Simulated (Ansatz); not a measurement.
```yaml
crystal:
  periodic: [false, false, false]
  atoms:
    - {symbol: Si, position_ang: [-0.627404, -0.356877, -0.386771]}
    - {symbol: P, position_ang: [1.087808, -0.011900, 1.035901]}
    - {symbol: H, position_ang: [-1.847481, -0.619121, 0.420186]}
    - {symbol: H, position_ang: [-0.316451, -1.563284, -1.196972]}
    - {symbol: H, position_ang: [-0.890214, 0.784604, -1.302121]}
    - {symbol: H, position_ang: [0.641340, 1.284815, 1.407651]}
    - {symbol: H, position_ang: [-0.577404, -0.356877, -0.336771]}
basis:
  gaussian: {orbitals: cc-pVDZ}
hamiltonian: {xc: {name: PBE0-DH}}
output: {forces: true}
```

```sh
$ ansatz run in.yaml --threads 2 --pin off --events-out ev --progress --plain --max-ram 32768MiB --backend cpu
```

Shortened log:

```
Functional definition: PBE0-DH
591 factors; integrals over basis functions are off by at most 9.7e-4 eV
mean field evaluation 1: about -15345.9786 eV, gradient 2.1e1 eV
mean field evaluation 2: about -15346.2903 eV, gradient 2.1e1 eV
mean field evaluation 4: about -15347.1465 eV, gradient 2.0e0 eV
mean field evaluation 8: about -15347.1625 eV, gradient 1.8e-1 eV
mean field evaluation 16: about -15347.1626 eV, gradient 6.4e-5 eV
mean field -15347.16264191 eV, -563.9978244098 hartree, gradient 5.1e-6 eV, S^2 0.000000; 0 other end points of the search recorded, 0 dependent functions left out
10 core orbitals not correlated: weight in the atoms' cores, before any rotation towards them, 0.988 or more for the frozen orbitals, at most 0.002 for the correlated occupied ones
reference -15347.16265696 eV, -563.9978249629 hartree; 7, 7 occupied and 44, 44 virtual orbitals, 591 factors
second order -8.67719037 eV of doubles, -0.00000000 eV of singles
Total energy: -15348.24730576 eV, -564.0376850709 hartree
Atom 0 at    -0.627404    -0.356877    -0.386771 Å, force -25315.666352    -1.510333 -25314.579950 eV/Å
Atom 1 at     1.087808    -0.011900     1.035901 Å, force    -0.718061    -0.858119    -1.298925 eV/Å
Atom 2 at    -1.847481    -0.619121     0.420186 Å, force     0.479370     0.123402    -1.325579 eV/Å
Atom 3 at    -0.316451    -1.563284    -1.196972 Å, force    -0.561202     1.140222     0.702309 eV/Å
Atom 4 at    -0.890214     0.784604    -1.302121 Å, force    -0.204277    -1.161116     0.541558 eV/Å
Atom 5 at     0.641340     1.284815     1.407651 Å, force    -0.442418     0.158794    -0.159809 eV/Å
Atom 6 at    -0.577404    -0.356877    -0.336771 Å, force 25317.112940     2.107151 25316.120396 eV/Å
Dipole moment:    -0.668692    -0.052123    -0.499303 e Å
```

Problem. What is wrong with this run?

Solution. One atom was put on top of another. The run converged. The result belongs to that input, not to the molecule as meant.
